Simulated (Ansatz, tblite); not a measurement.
# [CuBr2]-: a ladder of methods and basis sets

Aim: run the singlet of [CuBr2]- at one geometry on many levels, and compare frontier levels, spin and run time.

Method: as each input shows; program: Ansatz 0.2.0, Gaussian basis.

The runs, in order: GFN1-xTB, GFN2-xTB, PBE-D4/def2-TZVPD, r2SCAN-D4/def2-TZVPD, LC-ωPBE/def2-TZVPD, B2PLYP/def2-TZVPD, PBE-QIDH/def2-TZVPD, r2SCANh-D4/def2-TZVPD, r2SCAN0-D4/def2-TZVPD, HF/def2-TZVPD, CAM-B3LYP-D4/def2-TZVPD, LC-ωPBE(0.10)/def2-TZVPD, LC-ωPBE(0.15)/def2-TZVPD, LC-ωPBE(0.20)/def2-TZVPD, LC-ωPBE(0.30)/def2-TZVPD, PBE-D4/def2-SVPD, PBE0-D4/def2-SVPD, HF/STO-3G, HF/6-31G, B3LYP-D4/6-31G, CCSD(T)/def2-TZVPPD, MP2/def2-TZVPD, RPA/def2-TZVPD.

## (1) The geometry

The geometry is that of the singlet, from an earlier relaxation (PBE-D4/def2-TZVPD).

3 atoms, charge -1, spin multiplicity 1.

Bond lengths: Cu1–Br2 2.272 Å, Cu1–Br3 2.273 Å. Angles: Br2–Cu1–Br3 180.0°.

Geometry (Å):

```xyz
3
Br2Cu
Cu   -0.00013   -0.00008    0.00011
Br   -0.01584   -0.01998    2.27243
Br    0.01597    0.02006   -2.27254
```

Formally the metal is d10. No spin-orbit coupling is included. The ion is computed in the gas phase, without counter-ions or solvent.

PBE0-D4/def2-TZVPD was run before; its log isn't repeated, and its numbers join the tables.

## (2) GFN1-xTB

Tight binding, by tblite at 300 K electronic temperature and without a spin-polarisation term:

```python
tblite.interface.Calculator('GFN1-xTB', numbers, positions, charge=-1, uhf=0).singlepoint()
```

Energy -342.9047 eV, HOMO -4.81 eV, LUMO 1.91 eV; 0.003 s.

## (3) GFN2-xTB

Tight binding, by tblite at 300 K electronic temperature and without a spin-polarisation term:

```python
tblite.interface.Calculator('GFN2-xTB', numbers, positions, charge=-1, uhf=0).singlepoint()
```

Energy -338.4811 eV, HOMO -4.54 eV, LUMO 3.56 eV; 0.002 s.

## (4) PBE-D4/def2-TZVPD

start.molden holds the orbitals of an earlier run on this state, given as this run's starting guess.

The input, in.yaml:

```yaml
crystal:
  periodic: [false, false, false]
  atoms:
    - {symbol: Cu, position_ang: [-0.000130, -0.000081, 0.000108]}
    - {symbol: Br, position_ang: [-0.015838, -0.019985, 2.272434]}
    - {symbol: Br, position_ang: [0.015969, 0.020056, -2.272542]}
basis:
  gaussian: {orbitals: def2-TZVPD, initial_orbitals: start.molden}
total_charge: -1
hamiltonian: {xc: pbe, dispersion: d4}
scf: {omitted_lower_state_checks: [starts]}
output: {orbitals: {seedname: orbitals}}
```

On the command line:

```sh
> ansatz run in.yaml --threads 2 --pin off --events-out ev --progress --plain --max-ram 4352MiB
```

After this run come: r2SCAN-D4/def2-TZVPD; LC-ωPBE/def2-TZVPD; B2PLYP/def2-TZVPD; PBE-QIDH/def2-TZVPD; r2SCANh-D4/def2-TZVPD; r2SCAN0-D4/def2-TZVPD; HF/def2-TZVPD; CAM-B3LYP-D4/def2-TZVPD; LC-ωPBE(0.10)/def2-TZVPD; LC-ωPBE(0.15)/def2-TZVPD; LC-ωPBE(0.20)/def2-TZVPD; LC-ωPBE(0.30)/def2-TZVPD; PBE-D4/def2-SVPD; PBE0-D4/def2-SVPD; HF/STO-3G; HF/6-31G; B3LYP-D4/6-31G; CCSD(T)/def2-TZVPPD; MP2/def2-TZVPD; RPA/def2-TZVPD.

**Question.** What will the summary of the whole plan be? Wanted: gap in def2-TZVPD, named functionals and Hartree-Fock, smallest and largest; gap over the ω; correlation energy, CCSD(T)/def2-TZVPPD; correlation energy, MP2/def2-TZVPD; PBE0 total energy, smallest basis above largest.

As calculated:

| quantity | value |
| --- | --- |
| gap in def2-TZVPD, named functionals and Hartree-Fock, smallest and largest | 3.51 eV (PBE-D4), 9.99 eV (HF) |
| gap over the ω (1/bohr) | 6.07 eV at 0.1, 9.22 eV at 0.4 |
| correlation energy, CCSD(T)/def2-TZVPPD | -28.82 eV |
| correlation energy, MP2/def2-TZVPD | -27.26 eV |
| PBE0 total energy, smallest basis above largest | 23.22 eV (def2-SVPD, def2-TZVPD) |

**Reading.** Over the named functionals and Hartree-Fock in def2-TZVPD the gap runs from 3.51 eV (PBE-D4) to 9.99 eV (HF); exact exchange widens it. Raising the ω (1/bohr) from 0.1 to 0.4 moves the HOMO by -2.67 eV and the LUMO by +0.48 eV.
